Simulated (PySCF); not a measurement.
Process, species as SMILES: S (H2S) → [SH-] + H+
B3LYP-D3(BJ)/def2-TZVP geometries, fixed; electronic energies without zero-point terms.

Basis-set convergence of the deprotonation energy at B3LYP with PySCF. All functions are spherical. Density fitting with generated auxiliary sets. No added dispersion term, no relativity. Functions are those of the species that has most. Reference: the value in aug-pcseg-3, 355.48 kcal/mol, itself unsure by roughly 0.02 kcal/mol (its mean distance from aug-cc-pV(Q+d)Z, def2-QZVPPD). Deviations are taken from unrounded values.

```json
[
 {"basis": "6-31G**", "functions": "28", "deprotonation energy (kcal/mol)": "365.33", "minus reference (kcal/mol)": "9.85"},
 {"basis": "def2-SVP", "functions": "28", "deprotonation energy (kcal/mol)": "378.57", "minus reference (kcal/mol)": "23.08"},
 {"basis": "pcseg-1", "functions": "28", "deprotonation energy (kcal/mol)": "358.60", "minus reference (kcal/mol)": "3.12"},
 {"basis": "6-311+G**", "functions": "42", "deprotonation energy (kcal/mol)": "353.74", "minus reference (kcal/mol)": "-1.74"},
 {"basis": "def2-SVPD", "functions": "43", "deprotonation energy (kcal/mol)": "352.71", "minus reference (kcal/mol)": "-2.77"},
 {"basis": "def2-TZVP", "functions": "49", "deprotonation energy (kcal/mol)": "363.17", "minus reference (kcal/mol)": "7.68"},
 {"basis": "6-311++G(2d,2p)", "functions": "55", "deprotonation energy (kcal/mol)": "354.80", "minus reference (kcal/mol)": "-0.68"},
 {"basis": "pcseg-2", "functions": "62", "deprotonation energy (kcal/mol)": "360.75", "minus reference (kcal/mol)": "5.26"},
 {"basis": "def2-TZVPD", "functions": "64", "deprotonation energy (kcal/mol)": "354.91", "minus reference (kcal/mol)": "-0.57"},
 {"basis": "def2-TZVPP", "functions": "70", "deprotonation energy (kcal/mol)": "363.53", "minus reference (kcal/mol)": "8.04"},
 {"basis": "jun-cc-pV(T+d)Z", "functions": "76", "deprotonation energy (kcal/mol)": "355.29", "minus reference (kcal/mol)": "-0.19"},
 {"basis": "6-311++G(3df,3pd)", "functions": "83", "deprotonation energy (kcal/mol)": "355.63", "minus reference (kcal/mol)": "0.14"},
 {"basis": "def2-TZVPPD", "functions": "85", "deprotonation energy (kcal/mol)": "355.25", "minus reference (kcal/mol)": "-0.24"},
 {"basis": "aug-cc-pV(T+d)Z", "functions": "101", "deprotonation energy (kcal/mol)": "355.28", "minus reference (kcal/mol)": "-0.21"},
 {"basis": "cc-pV(Q+d)Z", "functions": "124", "deprotonation energy (kcal/mol)": "359.89", "minus reference (kcal/mol)": "4.40"},
 {"basis": "pcseg-3", "functions": "130", "deprotonation energy (kcal/mol)": "356.90", "minus reference (kcal/mol)": "1.42"},
 {"basis": "def2-QZVPPD", "functions": "145", "deprotonation energy (kcal/mol)": "355.44", "minus reference (kcal/mol)": "-0.04"},
 {"basis": "aug-cc-pV(Q+d)Z", "functions": "181", "deprotonation energy (kcal/mol)": "355.49", "minus reference (kcal/mol)": "0.00"}
]
```

The smallest set listed that lies within 2 kcal/mol of the reference with all its larger relatives (same family, alike in diffuse functions; a set with none counts only in the reference's own line) is 6-311+G** (42 functions, -1.74 kcal/mol off). (Relatives not listed, tested too: pcseg-4 0.51 kcal/mol.)
